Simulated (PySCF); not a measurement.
Species: FH2P.
InChI=1S/FH2P/c1-2/h2H2

Computed with PySCF at PBE0/def2-SVPD, non-relativistic, on one gas-phase PBE0-D3(BJ)/def2-SVP geometry that isn't relaxed in the solvent. The solvent is an IEF-PCM continuum (Bondi radii, 1.10 Å for H, scaled by 1.2), and excitations are vertical TDDFT with non-equilibrium linear response and a frozen core. Specific hydrogen bonds and non-electrostatic terms are outside this model.

Gas-phase singlets (H = HOMO, L = LUMO):

```tsv
state	E (eV)	λ (nm)	f	leading configurations
S1	5.583	222	0.026	H→L 98%
S2	7.359	168	0.125	H→L+2 99%
S3	7.534	165	0.071	H→L+1 59%, H-1→L 39%
S4	7.838	158	0.080	H-1→L 60%, H→L+1 36%
S5	9.515	130	0.018	H→L+3 73%, H-1→L+1 19%
```

Task: How does the list change in acetone (ε = 20.49)?

Result: 
```csv
state,E (eV),λ (nm),f,leading configurations,change by rank (eV)
S1,5.606,221,0.035,H→L 99%,+0.023
S2,7.415,167,0.171,H→L+2 100%,+0.056
S3,7.509,165,0.099,"H→L+1 63%, H-1→L 35%",-0.025
S4,7.800,159,0.109,"H-1→L 64%, H→L+1 34%",-0.038
S5,9.502,130,0.034,"H→L+3 71%, H→L+4 25%",-0.013
```

Task: How do the frontier levels move from gas to acetone?

Result: 
```tsv
orbital	gas (eV)	solvent (eV)	change (eV)
LUMO+2	0.85	1.17	+0.32
LUMO+1	0.67	0.95	+0.28
LUMO	-0.79	-0.53	+0.26
HOMO	-7.92	-7.73	+0.19
HOMO-1	-10.34	-10.06	+0.28
HOMO-2	-12.72	-12.71	+0.01
HOMO-3	-13.28	-13.21	+0.07
```

The HOMO–LUMO gap goes from 7.13 to 7.20 eV.

Time: 2.4 s; peak memory 0.34 GiB. Hardware: one thread, Arm Neoverse N1 (aarch64), shared host with 64 logical CPUs at a one-minute load of 58. This is the whole response run at PBE0/def2-SVPD in acetone, SCF included.
